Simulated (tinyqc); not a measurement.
Inside a calculation (part 1 of 2). Method: CIS on RHF in the sto-3g basis, frozen core, for H2O, spin multiplicity 1. Computed by tinyqc, a small Python program that keeps every step (integrals from PySCF). Settings: charge = 0, multiplicity = 1, basis = sto-3g, method = RHF, frozen orbitals = 1, energy threshold = 1e-10, iteration cap = 56, orthogonalisation = symmetric, start = core, DIIS depth = 6. Command: `OMP_NUM_THREADS=1 python tinyqc.py 23735 23736 out.jsonl` (the two numbers bound the seeds that draw the settings). One thread of a shared host (Intel(R) Xeon(R) Processor @ 2.60GHz), about 0.09 s of CPU time with the checks. Later iterations appear only in the table of the cycle.

## One-electron integrals

Geometry (angstrom):
```
atom         x          y         z
O     0.000000   0.000000  0.000000
H     0.000000   0.742000  0.708000
H     0.000000  -0.703000  0.671000
```

Basis sto-3g: exponents (1/bohr^2) and contraction coefficients of normalised primitives:
```
element  l (shell)    exponent  coefficient
O            s (1)  130.709320     0.154329
O            s (1)   23.808861     0.535328
O            s (1)    6.443608     0.444635
O            s (2)    5.033151    -0.099967
O            s (2)    1.169596     0.399513
O            s (2)    0.380389     0.700115
O            p (3)    5.033151     0.155916
O            p (3)    1.169596     0.607684
O            p (3)    0.380389     0.391957
H            s (1)    3.425251     0.154329
H            s (1)    0.623914     0.535328
H            s (1)    0.168855     0.444635
```

Overlap, kinetic and nuclear-attraction integrals over the contracted functions; the nuclear repulsion is the sum of Za Zb / Rab.

nuclear repulsion = 8.85003170 hartree

overlap S, lower triangle:
```
           1O 1s     1O 2s    1O 2px     1O 2py    1O 2pz     2H 1s     3H 1s
1O 1s   1.000000
1O 2s   0.236704  1.000000
1O 2px  0.000000  0.000000  1.000000
1O 2py  0.000000  0.000000  0.000000   1.000000
1O 2pz  0.000000  0.000000  0.000000   0.000000  1.000000
2H 1s   0.045865  0.431038  0.000000   0.266818  0.254592  1.000000
3H 1s   0.052134  0.465256  0.000000  -0.280903  0.268116  0.277465  1.000000
```

kinetic energy T (hartree), lower triangle:
```
            1O 1s     1O 2s    1O 2px     1O 2py    1O 2pz     2H 1s     3H 1s
1O 1s   29.003200
1O 2s   -0.168011  0.808128
1O 2px   0.000000  0.000000  2.528731
1O 2py   0.000000  0.000000  0.000000   2.528731
1O 2pz   0.000000  0.000000  0.000000   0.000000  2.528731
2H 1s   -0.006314  0.098233  0.000000   0.169578  0.161808  0.760032
3H 1s   -0.003492  0.121695  0.000000  -0.197580  0.188587  0.014732  0.760032
```

nuclear attraction V (hartree), lower triangle:
```
             1O 1s       1O 2s     1O 2px      1O 2py      1O 2pz      2H 1s      3H 1s
1O 1s   -61.678947
1O 2s    -7.434102  -10.101433
1O 2px    0.000000    0.000000  -9.952331
1O 2py    0.001111    0.011220   0.000000  -10.071366
1O 2pz   -0.019733   -0.235155   0.000000    0.007076  -10.060743
2H 1s    -1.478851   -3.437654   0.000000   -1.874892   -1.870104  -5.603919
3H 1s    -1.684315   -3.772885   0.000000    2.021303   -2.012177  -1.705584  -5.797438
```

core Hamiltonian H = T + V (hartree), lower triangle:
```
             1O 1s      1O 2s     1O 2px     1O 2py     1O 2pz      2H 1s      3H 1s
1O 1s   -32.675747
1O 2s    -7.602113  -9.293305
1O 2px    0.000000   0.000000  -7.423600
1O 2py    0.001111   0.011220   0.000000  -7.542635
1O 2pz   -0.019733  -0.235155   0.000000   0.007076  -7.532012
2H 1s    -1.485165  -3.339422   0.000000  -1.705314  -1.708296  -4.843887
3H 1s    -1.687807  -3.651190   0.000000   1.823722  -1.823591  -1.690852  -5.037406
```

## Two-electron integrals

Functions are numbered as in S; the eight-fold symmetry (ij|kl) = (ji|kl) = (kl|ij) leaves the list below.

Two-electron integrals (ij|kl) in chemists' order, unique and non-zero (hartree):
```
(11|11) 4.785065    (21|11) 0.741380    (21|21) 0.136873    (22|11) 1.118947
(22|21) 0.256633    (22|22) 0.817206    (31|31) 0.024477    (32|31) 0.037809
(32|32) 0.180518    (33|11) 1.115814    (33|21) 0.256684    (33|22) 0.817023
(33|33) 0.880159    (41|41) 0.024477    (42|41) 0.037809    (42|42) 0.180518
(43|43) 0.047444    (44|11) 1.115814    (44|21) 0.256684    (44|22) 0.817023
(44|33) 0.785270    (44|44) 0.880159    (51|51) 0.024477    (52|51) 0.037809
(52|52) 0.180518    (53|53) 0.047444    (54|54) 0.047444    (55|11) 1.115814
(55|21) 0.256684    (55|22) 0.817023    (55|33) 0.785270    (55|44) 0.785270
(55|55) 0.880159    (61|11) 0.145691    (61|21) 0.026674    (61|22) 0.049705
(61|33) 0.049609    (61|41) 0.000891    (61|42) 0.001669    (61|44) 0.049764
(61|51) 0.000850    (61|52) 0.001593    (61|54) 0.000148    (61|55) 0.049750
(61|61) 0.005266    (62|11) 0.358151    (62|21) 0.083189    (62|22) 0.293740
(62|33) 0.288718    (62|41) 0.004522    (62|42) 0.034696    (62|44) 0.296456
(62|51) 0.004315    (62|52) 0.033106    (62|54) 0.007383    (62|55) 0.295763
(62|61) 0.016534    (62|62) 0.131253    (63|31) 0.008659    (63|32) 0.050573
(63|43) 0.007189    (63|53) 0.006860    (63|63) 0.018600    (64|11) 0.187758
(64|21) 0.044171    (64|22) 0.166534    (64|33) 0.158995    (64|41) 0.010761
(64|42) 0.069174    (64|44) 0.177587    (64|51) 0.002006    (64|52) 0.017749
(64|54) 0.010880    (64|55) 0.162832    (64|61) 0.009163    (64|62) 0.090391
(64|64) 0.080131    (65|11) 0.179155    (65|21) 0.042147    (65|22) 0.158903
(65|33) 0.151710    (65|41) 0.002006    (65|42) 0.017749    (65|44) 0.155730
(65|51) 0.010573    (65|52) 0.067509    (65|54) 0.011026    (65|55) 0.169090
(65|61) 0.008743    (65|62) 0.086249    (65|64) 0.058712    (65|65) 0.074621
(66|11) 0.501098    (66|21) 0.118283    (66|22) 0.479295    (66|33) 0.459981
(66|41) 0.008254    (66|42) 0.087566    (66|44) 0.489995    (66|51) 0.007876
(66|52) 0.083554    (66|54) 0.028639    (66|55) 0.487308    (66|61) 0.023712
(66|62) 0.270817    (66|64) 0.212887    (66|65) 0.203132    (66|66) 0.774606
(71|11) 0.165856    (71|21) 0.030352    (71|22) 0.056510    (71|33) 0.056403
(71|41) -0.001011   (71|42) -0.001889   (71|44) 0.056575    (71|51) 0.000965
(71|52) 0.001803    (71|54) -0.000165   (71|55) 0.056560    (71|61) 0.005913
(71|62) 0.018291    (71|64) 0.009264    (71|65) 0.009677    (71|66) 0.025990
(71|71) 0.006818    (72|11) 0.393564    (72|21) 0.091352    (72|22) 0.320911
(72|33) 0.315544    (72|41) -0.004948   (72|42) -0.037407   (72|44) 0.323812
(72|51) 0.004722    (72|52) 0.035704    (72|54) -0.007891   (72|55) 0.323076
(72|61) 0.017668    (72|62) 0.118818    (72|64) 0.056235    (72|65) 0.075902
(72|66) 0.203634    (72|71) 0.020635    (72|72) 0.154533    (73|31) 0.009678
(73|32) 0.055903    (73|43) -0.007821   (73|53) 0.007465    (73|63) 0.016550
(73|73) 0.022322    (74|11) -0.201927   (74|21) -0.047488   (74|22) -0.178163
(74|33) -0.170034   (74|41) 0.011938    (74|42) 0.075638    (74|44) -0.190149
(74|51) -0.002157   (74|52) -0.018836   (74|54) 0.011734    (74|55) -0.174109
(74|61) -0.008743   (74|62) -0.054535   (74|64) -0.009634   (74|65) -0.034056
(74|66) -0.081655   (74|71) -0.011213   (74|72) -0.104208   (74|74) 0.091803
(75|11) 0.192735    (75|21) 0.045326    (75|22) 0.170053    (75|33) 0.162294
(75|41) -0.002157   (75|42) -0.018836   (75|44) 0.166564    (75|51) 0.011737
(75|52) 0.073882    (75|54) -0.011896   (75|55) 0.181114    (75|61) 0.009171
(75|62) 0.074851    (75|64) 0.034566    (75|65) 0.063647    (75|66) 0.141019
(75|71) 0.010702    (75|72) 0.099465    (75|74) -0.066318   (75|75) 0.085622
(76|11) 0.166690    (76|21) 0.039108    (76|22) 0.150665    (76|33) 0.146750
(76|41) 0.000038    (76|42) 0.000449    (76|44) 0.149188    (76|51) 0.003099
(76|52) 0.028550    (76|54) 0.000138    (76|55) 0.155891    (76|61) 0.007721
(76|62) 0.068811    (76|64) 0.040958    (76|65) 0.050728    (76|66) 0.151119
(76|71) 0.008772    (76|72) 0.073939    (76|74) -0.042545   (76|75) 0.053595
(76|76) 0.044235    (77|11) 0.525126    (77|21) 0.123873    (77|22) 0.498043
(77|33) 0.477786    (77|41) -0.008886   (77|42) -0.091845   (77|44) 0.509266
(77|51) 0.008481    (77|52) 0.087665    (77|54) -0.030048   (77|55) 0.506465
(77|61) 0.023943    (77|62) 0.193670    (77|64) 0.080073    (77|65) 0.136157
(77|66) 0.357405    (77|71) 0.028248    (77|72) 0.298517    (77|74) -0.229923
(77|75) 0.219457    (77|76) 0.151119    (77|77) 0.774606
```

## Orthogonalisation

S = U s U^T; symmetric (Loewdin) form X = U s^(-1/2) U^T, so that X^T S X = 1.

eigenvalues of S: 0.365750  0.454093  0.877172  1.000000  1.107210  1.272323  1.923452

X, lower triangle:
```
            1O 1s      1O 2s    1O 2px     1O 2py     1O 2pz      2H 1s     3H 1s
1O 1s    1.023988
1O 2s   -0.140919   1.213255
1O 2px   0.000000   0.000000  1.000000
1O 2py   0.000748  -0.011602  0.000000   1.087028
1O 2pz  -0.010358   0.109143  0.000000  -0.005644   1.062272
2H 1s    0.019893  -0.247768  0.000000  -0.193584  -0.144202   1.172103
3H 1s    0.021388  -0.286011  0.000000   0.209556  -0.161537  -0.103386  1.204505
```

## Starting guess

The start is the orbitals of the core Hamiltonian; D = 2 C_occ C_occ^T.

D at the start, lower triangle:
```
            1O 1s      1O 2s    1O 2px     1O 2py     1O 2pz     2H 1s     3H 1s
1O 1s    2.132944
1O 2s   -0.593606   2.645154
1O 2px   0.000000   0.000000  2.000000
1O 2py   0.004728  -0.034424  0.000000   2.294371
1O 2pz  -0.055961   0.339000  0.000000  -0.018398   2.212338
2H 1s    0.074093  -0.327165  0.000000  -0.316774  -0.243630  0.104520
3H 1s    0.083255  -0.371119  0.000000   0.346212  -0.269081  0.018734  0.125079
```

## Iteration 1: building the Fock matrix

J_ij = sum D_kl (ij|kl), K_ij = sum D_kl (ik|jl); F = H + J - 0.5 K; E = tr D H + tr D J / 2 - 0.25 tr D K + E_nn.

Coulomb J (hartree), lower triangle:
```
            1O 1s      1O 2s    1O 2px     1O 2py    1O 2pz     2H 1s     3H 1s
1O 1s   18.743413
1O 2s    3.578123   8.866338
1O 2px   0.000000   0.000000  8.862906
1O 2py  -0.000310   0.000642  0.000000   8.856893
1O 2pz   0.004620  -0.005642  0.000000   0.000776  8.855839
2H 1s    0.697431   3.082622  0.000000   1.712140  1.629103  4.811779
3H 1s    0.793385   3.371842  0.000000  -1.832238  1.744647  1.537376  5.006203
```

exchange K (hartree), lower triangle:
```
            1O 1s     1O 2s    1O 2px     1O 2py    1O 2pz     2H 1s     3H 1s
1O 1s    9.856070
1O 2s    1.723618  2.874895
1O 2px   0.000000  0.000000  2.375293
1O 2py  -0.000124  0.000448  0.000000   2.369969
1O 2pz   0.001729  0.001865  0.000000   0.001481  2.366096
2H 1s    0.353484  0.870875  0.000000   0.363400  0.342586  0.410014
3H 1s    0.401001  0.958809  0.000000  -0.390095  0.370051  0.294453  0.486014
```

Fock matrix F (hartree), lower triangle:
```
             1O 1s      1O 2s    1O 2px     1O 2py     1O 2pz      2H 1s      3H 1s
1O 1s   -18.860369
1O 2s    -4.885799  -1.864415
1O 2px    0.000000   0.000000  0.251660
1O 2py    0.000863   0.011638  0.000000   0.129274
1O 2pz   -0.015977  -0.241729  0.000000   0.007112   0.140779
2H 1s    -0.964476  -0.692237  0.000000  -0.174874  -0.250486  -0.237115
3H 1s    -1.094923  -0.758753  0.000000   0.186531  -0.263969  -0.300702  -0.274210
```

total energy of this density = -73.23099965 hartree

## Iteration 1: diagonalisation and new density

Diagonalise F' = X^T F X, C = X C', fill 5 alpha and 5 beta electrons from the bottom; D = 2 C_occ C_occ^T. Each column has its largest component positive (the first on a tie).

F' = X^T F X (hartree), lower triangle:
```
            1          2         3          4          5          6         7
1  -18.482454
2   -2.638057  -0.772642
3    0.000000   0.000000  0.251660
4    0.000632  -0.005532  0.000000   0.314813
5   -0.026158  -0.062500  0.000000  -0.003149   0.273167
6   -0.138451  -0.353118  0.000000  -0.298086  -0.247238   0.148880
7   -0.176135  -0.404302  0.000000   0.319310  -0.273119  -0.109313  0.184208
```

orbital energies (hartree): MO1 -18.871880, MO2 -0.772666, MO3 -0.141579, MO4 0.088865, MO5 0.251660, MO6 0.620360, MO7 0.742872

coefficients C:
```
              MO1        MO2        MO3        MO4       MO5        MO6        MO7
1O 1s    0.993133  -0.219974  -0.000014  -0.154771  0.000000   0.097540   0.034634
1O 2s    0.030356   0.763140   0.004593   0.758822  0.000000  -0.653241  -0.247437
1O 2px   0.000000   0.000000   0.000000   0.000000  1.000000   0.000000   0.000000
1O 2py  -0.000349  -0.010975   0.544588   0.023595  0.000000  -0.278349   0.942579
1O 2pz   0.004378   0.221729   0.003843  -0.597546  0.000000  -0.846189  -0.255082
2H 1s   -0.006033   0.185794   0.543094  -0.376302  0.000000   0.868209  -0.528841
3H 1s   -0.006786   0.202624  -0.498269  -0.378871  0.000000   0.477781   0.976010
```

D after iteration 1, lower triangle:
```
            1O 1s      1O 2s    1O 2px     1O 2py    1O 2pz      2H 1s     3H 1s
1O 1s    2.117313
1O 2s   -0.510335   2.318272
1O 2px   0.000000   0.000000  2.000000
1O 2py  -0.003183   0.024039  0.000000   0.594507
1O 2pz   0.096111  -0.568140  0.000000  -0.028883  0.812518
2H 1s    0.022743  -0.282896  0.000000   0.569693  0.536228   0.942219
3H 1s    0.014667  -0.270720  0.000000  -0.565025  0.538752  -0.180699  0.865836
```

## Iteration 9 (converged): orbitals

converged F (hartree), lower triangle:
```
             1O 1s      1O 2s     1O 2px     1O 2py     1O 2pz      2H 1s      3H 1s
1O 1s   -20.251434
1O 2s    -5.164998  -2.442288
1O 2px    0.000000   0.000000  -0.396512
1O 2py    0.001098   0.012517   0.000000  -0.284995
1O 2pz   -0.028708  -0.121899   0.000000   0.014581  -0.336093
2H 1s    -1.018063  -0.918455   0.000000  -0.351056  -0.387807  -0.505371
3H 1s    -1.155788  -1.003303   0.000000   0.367234  -0.404220  -0.400114  -0.571400
```

As before.

F' = X^T F X (hartree), lower triangle:
```
            1          2          3          4          5          6         7
1  -19.873700
2   -2.690162  -1.270494
3    0.000000   0.000000  -0.396512
4    0.000757  -0.007251   0.000000  -0.033249
5   -0.058128   0.119666   0.000000   0.003216  -0.155723
6   -0.138868  -0.446528   0.000000  -0.425931  -0.340403  -0.002281
7   -0.177882  -0.501683   0.000000   0.444464  -0.364142  -0.117801  0.011418
```

orbital energies (hartree): MO1 -20.260032, MO2 -1.261170, MO3 -0.575707, MO4 -0.474830, MO5 -0.396512, MO6 0.574059, MO7 0.673651

coefficients C:
```
              MO1        MO2        MO3        MO4       MO5        MO6        MO7
1O 1s    0.994255  -0.233458  -0.011059   0.107236  0.000000   0.114967   0.038537
1O 2s    0.025582   0.845014   0.059586  -0.551779  0.000000  -0.742969  -0.269015
1O 2px   0.000000   0.000000   0.000000   0.000000  1.000000   0.000000   0.000000
1O 2py  -0.000320  -0.012491   0.625906   0.035021  0.000000  -0.261244   0.895431
1O 2pz   0.004254   0.126438  -0.044254   0.729638  0.000000  -0.761339  -0.239560
2H 1s   -0.005075   0.144311   0.442367   0.334878  0.000000   0.930165  -0.557385
3H 1s   -0.005744   0.164199  -0.460804   0.276392  0.000000   0.501174   1.023175
```

D after iteration 9, lower triangle:
```
            1O 1s      1O 2s    1O 2px     1O 2py    1O 2pz      2H 1s     3H 1s
1O 1s    2.109335
1O 2s   -0.463341   2.045426
1O 2px   0.000000   0.000000  2.000000
1O 2py  -0.001138   0.014816  0.000000   0.786281
1O 2pz   0.106889  -0.596569  0.000000  -0.007454  1.100670
2H 1s   -0.015436  -0.073209  0.000000   0.573614  0.485976   0.657367
3H 1s   -0.018618  -0.082722  0.000000  -0.561580  0.485590  -0.175125  0.631455
```

## Convergence

Stop when the energy changes by less than 1e-10 hartree and every element of the error matrix X^T (F D S - S D F) X is below 3e-06.

Course of the cycle:
```
iteration   E (hartree)     change  largest element of the error matrix
1          -73.23099965          -                             6.36e-01
2          -74.90728880  -1.68e+00                             1.90e-01
3          -74.96000207  -5.27e-02                             3.69e-02
4          -74.96162103  -1.62e-03                             4.89e-03
5          -74.96167945  -5.84e-05                             1.51e-03
6          -74.96168598  -6.53e-06                             1.68e-04
7          -74.96168604  -6.45e-08                             5.86e-06
8          -74.96168604  -1.03e-10                             3.63e-07
9          -74.96168604  -1.56e-13                             9.12e-08
```

PySCF RHF in the same basis = -74.96168604 hartree

Converged in 9 iterations.

## Populations, bond orders and dipole

Mulliken: Z minus the diagonal of D S on the atom; Loewdin: the same with S^(1/2) D S^(1/2); Mayer order: 2 sum_s sum (D(s) S)_ij (D(s) S)_ji over the two atoms.

Charges (e):
```
atom   Mulliken    Loewdin
1O    -0.315362  -0.222793
2H     0.146711   0.105410
3H     0.168650   0.117383
```

Mayer bond orders:
```
pair     order
2-1   0.974816
3-1   0.967897
3-2   0.003660
```

dipole moment about the origin, x y z (debye): 0.000000  -0.038924  1.737408

## Integrals over molecular orbitals

(pq|rs) = sum C_ip C_jq C_kr C_ls (ij|kl), one index at a time.

one-electron integrals over orbitals h = C^T H C (hartree), lower triangle:
```
            1          2          3          4          5          6          7
1  -32.658544
2    0.556884  -7.642700
3    0.025952  -0.025258  -6.305193
4   -0.244994   0.482780   0.084303  -6.813430
5    0.000000   0.000000   0.000000   0.000000  -7.423600
6   -0.262290   1.266193   0.466463   1.173235   0.000000  -5.446925
7   -0.087843   0.431783  -1.613885   0.224040   0.000000   0.021588  -5.510617
```

Two-electron integrals over orbitals (pq|rs), unique and non-zero (hartree); the lowest 1 orbital is frozen and left out:
```
(22|22) 0.729017    (32|22) -0.007075   (32|32) 0.139645    (33|22) 0.643746
(33|32) 0.002257    (33|33) 0.628659    (42|22) -0.003310   (42|32) -0.001097
(42|33) 0.003746    (42|42) 0.124526    (43|22) -0.006356   (43|32) 0.018790
(43|33) -0.005158   (43|42) 0.010009    (43|43) 0.051745    (44|22) 0.662649
(44|32) 0.009031    (44|33) 0.591240    (44|42) -0.098725   (44|43) -0.009112
(44|44) 0.742522    (52|52) 0.144943    (53|52) 0.005082    (53|53) 0.029045
(54|52) -0.049212   (54|53) -0.003029   (54|54) 0.054774    (55|22) 0.747738
(55|32) 0.004930    (55|33) 0.628300    (55|42) -0.077296   (55|43) -0.011325
(55|44) 0.709470    (55|55) 0.880159    (62|22) -0.134797   (62|32) -0.013771
(62|33) -0.076933   (62|42) -0.022602   (62|43) 0.010156    (62|44) -0.067649
(62|55) -0.145054   (62|62) 0.097668    (63|22) -0.041216   (63|32) 0.026041
(63|33) -0.028288   (63|42) 0.022010    (63|43) 0.029464    (63|44) -0.034016
(63|55) -0.053443   (63|62) 0.027786    (63|63) 0.069749    (64|22) -0.102885
(64|32) 0.020806    (64|33) -0.047671   (64|42) 0.050653    (64|43) 0.010574
(64|44) -0.126737   (64|55) -0.129969   (64|62) 0.052345    (64|63) 0.039281
(64|64) 0.089448    (65|52) -0.051993   (65|53) -0.007944   (65|54) -0.001331
(65|65) 0.035957    (66|22) 0.617161    (66|32) 0.045812    (66|33) 0.573619
(66|42) 0.048211    (66|43) 0.028095    (66|44) 0.562852    (66|55) 0.597063
(66|62) -0.093884   (66|63) 0.015306    (66|64) -0.035352   (66|66) 0.630564
(72|22) -0.045736   (72|32) 0.038933    (72|33) -0.019427   (72|42) -0.000311
(72|43) -0.034973   (72|44) -0.029376   (72|55) -0.049544   (72|62) 0.012712
(72|63) -0.025881   (72|64) 0.020690    (72|66) -0.036004   (72|72) 0.066921
(73|22) 0.131025    (73|32) 0.018816    (73|33) 0.086150    (73|42) -0.080581
(73|43) -0.000324   (73|44) 0.141469    (73|55) 0.182572    (73|62) -0.063886
(73|63) -0.023092   (73|64) -0.081629   (73|66) 0.051485    (73|72) -0.031974
(73|73) 0.151737    (74|22) -0.015863   (74|32) -0.076229   (74|33) -0.011377
(74|42) 0.004651    (74|43) -0.001402   (74|44) -0.027248   (74|55) -0.024090
(74|62) 0.017278    (74|63) -0.035185   (74|64) -0.004942   (74|66) -0.041152
(74|72) -0.009523   (74|73) -0.031213   (74|74) 0.069873    (75|52) -0.017549
(75|53) 0.022066    (75|54) 0.001737    (75|65) 0.004045    (75|75) 0.024798
(76|22) 0.007396    (76|32) -0.075642   (76|33) -0.006274   (76|42) 0.014077
(76|43) -0.042512   (76|44) -0.013785   (76|55) -0.001713   (76|62) -0.012087
(76|63) -0.041457   (76|64) -0.019739   (76|66) -0.039759   (76|72) 0.008079
(76|73) -0.025143   (76|74) 0.045653    (76|76) 0.082024    (77|22) 0.619816
(77|32) -0.052089   (77|33) 0.602344    (77|42) -0.006886   (77|43) -0.029319
(77|44) 0.585390    (77|55) 0.611738    (77|62) -0.064629   (77|63) -0.051687
(77|64) -0.053078   (77|66) 0.540330    (77|72) -0.015650   (77|73) 0.064248
(77|74) 0.025440    (77|76) 0.042230    (77|77) 0.636257
```
